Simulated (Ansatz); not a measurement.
Run this with Ansatz 0.2.0 through its Python package and show what comes out.

`bend.py`:
```python
'''Energy of C2H5NS against one bond angle.'''

import ansatz as az
from ase import Atoms

atoms = Atoms(['C', 'N', 'C', 'S', 'H', 'H', 'H', 'H', 'H'], positions=[
    (-0.0224, 1.4141, 0.2153),
    (0.4186, 0.1643, 0.6654),
    (0.0422, -0.8347, -0.0655),
    (0.6864, -2.4219, 0.4103),
    (-0.6777, 1.3972, -0.7234),
    (-0.6795, 1.9344, 0.9871),
    (0.8038, 2.123, 0.0051),
    (-0.5114, -0.7434, -0.9645),
    (0.0285, -3.0794, -0.5469),
])

# start the scan from a relaxed geometry
first = (
    az.Crystal.molecule_from_ase(atoms).calculation()
    .basis(gaussian='def2-SVP')
    .functional('PBE0', dispersion='d4')
    .relax(force_tolerance=0.02, max_steps=80)
)
atoms.positions = first.run(threads=1, pin='off').report['positions_ang']

rows = []
for angle in [90, 100, 110, 120, 135, 150, 165, 179]:
    bent = atoms.copy()
    bent.set_angle(2, 1, 0, angle, indices=[0, 4, 5, 6])
    calculation = (
        az.Crystal.molecule_from_ase(bent).calculation()
        .basis(gaussian='def2-SVP')
        .functional('PBE0', dispersion='d4')
    )
    rows.append((angle, calculation.run(threads=1, pin='off').report['free_energy_ev']))
floor = min(e for _, e in rows)
for angle, e in rows:
    print(f'angle C2-N1-C0 = {angle:3d} deg   {1000 * (e - floor):9.1f} meV')
```

```console
$ python bend.py
angle C2-N1-C0 =  90 deg      1804.5 meV
angle C2-N1-C0 = 100 deg       560.0 meV
angle C2-N1-C0 = 110 deg        94.1 meV
angle C2-N1-C0 = 120 deg         0.0 meV
angle C2-N1-C0 = 135 deg       196.2 meV
angle C2-N1-C0 = 150 deg       544.8 meV
angle C2-N1-C0 = 165 deg       849.0 meV
angle C2-N1-C0 = 179 deg       969.9 meV
```

The scan is rigid, and the energies are electronic, in a modest basis. The zero is the lowest point of the grid, which needn't be the minimum. It ran for 48 s on 1 thread of Arm Neoverse V1, with other jobs on the host, peak memory 0.24 GiB.
